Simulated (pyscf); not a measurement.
This saddle point was located with ωB97X-D3(BJ)/def2-SVP in PySCF.

```
In
N 1 2.0633
H 2 1.0150 1 125.43
H 2 1.0158 3 109.85 1 179.99
H 1 1.7944 2 100.51 3 179.93
H 1 2.7259 5 128.81 2 -159.83
N 6 1.0569 1 116.64 5 -122.05
H 7 1.0285 6 112.29 1 -116.74
H 7 1.0285 8 112.78 6 127.83
H 7 1.0572 8 112.28 9 127.85
```
Charge 0, spin multiplicity 1.

Surface: singlet, charge 0. Lowest wavenumbers (cm⁻¹): 508i, 24, 51, 95, 169.

Q: Which two sides does it connect, and which bonds change?

A: H₂N–InH₂ (SMILES [NH2][InH2]) + NH₃ (SMILES N) ⇌ H₂N–InH₂ (SMILES [NH2][InH2]) + NH₃ (SMILES N), a four-centre exchange read from left to right: H–In, H–N broken and H–In, H–N formed. At CCSD(T)/def2-TZVPP + ΔMP2(QZVPP) it lies +38.9 kcal/mol from the left side and +38.9 kcal/mol from the right (each side as separated species at their lowest minima found). On the reactant side the descent ends in an adduct with a In–N contact (not fully relaxed), 11.9 kcal/mol under the separated species and 52.9 kcal/mol under the saddle at ωB97X-D3(BJ)/def2-TZVP. The products may also form a dative adduct at H₂N–InH₂; it and routes through it were not searched. At ωB97X-D3(BJ) the barrier from the zero used here is 41.1 kcal/mol. The same reactants have a lower exit, to H₂N–InH–NH₂ + H₂ (barrier +24.8 kcal/mol at ωB97M-D3(BJ), against +38.6 kcal/mol here). This is the saddle that the search found; another between the same sides may lie lower. The CCSD(T) − MP2 part came from Ansatz, without density fitting, on the same reference. The frozen core leaves the outer d or s,p core shells of the metals and heavy elements correlated in the MP2 and CC values, and def2-TZVPP describes them poorly, which can shift differences by a few kcal/mol. Elements past Kr carry the def2 core potentials, without spin-orbit coupling.
